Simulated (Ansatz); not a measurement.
# C2H5NS: the cost of one run

Method: RKS CAM-B3LYP-D4/def2-SVP, in Ansatz 0.2.0.

### Step 1. Starting point

Bond lengths: N1–C2 1.308 Å, C2–C3 1.323 Å, C3–S4 1.686 Å, N1–H5 1.065 Å, N1–H6 1.051 Å, C2–H7 1.103 Å, C3–H8 1.122 Å, S4–H9 1.356 Å. Angles: N1–C2–C3 128.1°, N1–C2–H7 112.8°, C3–C2–H7 119.1°, C2–N1–H5 115.6°, C2–N1–H6 116.3°, H5–N1–H6 106.8°, C2–C3–S4 125.6°, C2–C3–H8 117.8°, S4–C3–H8 115.9°, C3–S4–H9 101.1°.

As a file:

```xyz
9

N    -0.3912    0.9074   -0.7783
C     0.4028   -0.1159   -0.5947
C     0.5047   -0.8894    0.4736
S    -0.2818   -0.6422    1.9444
H    -0.7129    1.0669   -1.7806
H    -1.2496    0.9456   -0.1739
H     1.0547   -0.3118   -1.4621
H     1.2821   -1.6986    0.4626
H    -0.5203    0.6917    1.8920
```

### Step 2. End point A

input.yaml reads:

```yaml
crystal:
  periodic: [false, false, false]
  atoms:
    - { symbol: "N", position_ang: [-0.3912, 0.9074, -0.7783] }
    - { symbol: C, position_ang: [0.4028, -0.1159, -0.5947] }
    - { symbol: C, position_ang: [0.5047, -0.8894, 0.4736] }
    - { symbol: S, position_ang: [-0.2818, -0.6422, 1.9444] }
    - { symbol: H, position_ang: [-0.7129, 1.0669, -1.7806] }
    - { symbol: H, position_ang: [-1.2496, 0.9456, -0.1739] }
    - { symbol: H, position_ang: [1.0547, -0.3118, -1.4621] }
    - { symbol: H, position_ang: [1.2821, -1.6986, 0.4626] }
    - { symbol: H, position_ang: [-0.5203, 0.6917, 1.892] }
basis:
  gaussian: { orbitals: def2-SVP }
hamiltonian:
  xc: cam_b3lyp
  dispersion: d4
relax:
  f_tol: 0.02
  max_steps: 50
output:
  orbitals: {}
```

Started as:

```bash
$ ansatz run input.yaml --threads 2 --pin off --max-ram 3072MiB --backend cpu --events-out ev --progress --plain --runs-dir out
```

**Question.** How long does this run take on 2 threads of Intel Xeon 6975P-C (Granite Rapids), shared host, and how much memory does it need?

About 13 s, with a peak of 0.21 GiB.
